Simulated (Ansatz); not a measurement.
Rock-salt MgS was calculated with G0W0@PBE+SOC in Ansatz (plane waves, hard PAW, contour deformation, complete-basis limit, spin–orbit shift from PBE).

Settings: largest k mesh 10×10×10 (not extrapolated in the mesh).

The cell has the measured lattice: a = b = c = 5.203 Å, α = β = γ = 90.00°.

Question: What does this level give for the band gap?

Answer: 
* **band gap**: 4.35 eV

Note: spin–orbit coupling enters as the shift of the gap found with a semilocal functional; cell and atoms aren't relaxed at this level.

Static lattice: no zero-point or thermal effects.

Ansatz is a program for electronic structure.
